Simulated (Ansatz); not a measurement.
# C4H5Cl, SMILES CC#CCCl: vertical spin-state energies

Computed with the Ansatz DFT code, driven from Python.

Run as a notebook:

**Cell 1**
```python
import ansatz as az
from rdkit import Chem
from rdkit.Chem import AllChem
```

**Cell 2**
```python
# start geometry from RDKit
rd = Chem.AddHs(Chem.MolFromSmiles('CC#CCCl'))
AllChem.EmbedMolecule(rd, randomSeed=387)
AllChem.UFFOptimizeMolecule(rd)
mol = az.Crystal.molecule()
for atom, xyz in zip(rd.GetAtoms(), rd.GetConformer().GetPositions()):
    mol = mol.atom(atom.GetSymbol(), xyz.round(5).tolist())

model = (
    mol.calculation()
    .basis(gaussian='cc-pVDZ')
    .correlation('mp2')
)
found = {}
for unpaired in [0, 2]:
    summary = model.spin('collinear', total=unpaired).run().report
    s = unpaired / 2
    found[unpaired] = summary['free_energy_ev']
    print(f'2S+1 = {unpaired + 1}: E = {found[unpaired]:.5f} eV, <S^2> = {abs(summary["mean_field"]["state"]["spin_squared"]):.3f} (pure state {s * (s + 1):.2f})')
lowest = min(found, key=found.get)
for unpaired, e in found.items():
    print(f'multiplicity {unpaired + 1}: {23.060548 * (e - found[lowest]):.1f} kcal/mol above the lowest')
```
Output:
```text
2S+1 = 1: E = -16721.44845 eV, <S^2> = 0.000 (pure state 0.00)
2S+1 = 3: E = -16715.24620 eV, <S^2> = 2.026 (pure state 2.00)
multiplicity 1: 0.0 kcal/mol above the lowest
multiplicity 3: 143.0 kcal/mol above the lowest
```

In order: multiplicity 1 (+0.00 eV) and multiplicity 3 (+6.20 eV), all at the one geometry.

Notes:
- Total energies depend on the basis set; only differences at equal settings carry meaning.
- The geometry is a force-field or estimated start, not a minimum of this method, and the basis set is short of its limit. All parts are taken at fixed geometry, without zero-point energy.
- S² is that of the Hartree-Fock reference.
- Timing: 17 s on 1 thread of Arm Neoverse V2 (shared host), peak memory 0.36 GiB.
